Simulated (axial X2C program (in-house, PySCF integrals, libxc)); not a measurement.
**Low determinants of MgF⁻ at the PBE0 level, two-component**

Computed with an in-house relativistic program for diatomic molecules. Two-component (2c) means X2C with spin–orbit coupling and atomic mean-field two-electron Coulomb and Gaunt terms. Basis: Mg dyall-av3z [10s9p6d4f], F dyall-av3z [7s6p3d2f] (cores contracted in-house); Gaussian nuclei, density fitting, unrestricted open shells. Masses: Mg 23.985 u, F 18.998 u.

Search at 1.826 Å (vertical energies from the lowest determinant):

```
ΔE (eV)  state  electrons beyond evenly filled partner blocks  electrons in ±ω = 1/2, 3/2, 5/2, 7/2
   0.00  Ω = 0                                           none                              18 4 0 0
   1.33  Ω = 2                               ω = 1/2, ω = 3/2                              17 5 0 0
   1.53  Ω = 1                                    2 × ω = 1/2                              18 4 0 0
   1.53  Ω = 1                              ω = -1/2, ω = 3/2                              17 5 0 0
   5.04  Ω = 3                               ω = 1/2, ω = 5/2                              17 4 1 0
   5.22  Ω = 2                              ω = -1/2, ω = 5/2                              17 4 1 0
   7.40  Ω = 1                              ω = -1/2, ω = 3/2                              19 3 0 0
```

Lowest determinant, Ω = 0 (closed shell): Re = 1.822 Å, ωe = 577.9 cm⁻¹.

The determinant in row 2 of the search, Ω = 2 (⟨Sz⟩ = 1.00, ⟨Lz⟩ = 1.00 at PBE0), was followed along the bond at PBE0; measured from the minimum of the lowest determinant it gives:

Te = 1.314 eV (10597 cm⁻¹), Re = 1.775 Å, ωe = 661.7 cm⁻¹.

Q: Compare the bond of the determinant in row 2 with that of the lowest one.

A: At PBE0 its Re is 0.047 Å shorter and its force constant, which goes as ωe², is 1.31 times that of the lowest determinant. T0 ≈ Te + Δωe/2 = 10597 + (42) = 10639 cm⁻¹.

The search compares states at one distance, so a state with another bond length can lie lower; it is not exhaustive and yields mostly the lowest determinant of each block pattern, so other components and higher states of one pattern are missing. These are energies of single determinants, not of spin-adapted states; PBE0 term energies can be off by some tenths of an eV, and the functional has no current term. Open-shell Ω = 0 determinants with evenly filled partner blocks cannot be reached by this program, so the Ω shown need not be the lowest component. For an anion, determinants above electron detachment are held by the basis set. The highest occupied level of some functionals is positive through self-interaction error; at Hartree–Fock it is bound. Row 1 has a positive highest level at its minimum. Row 2 has a positive highest level at its minimum.
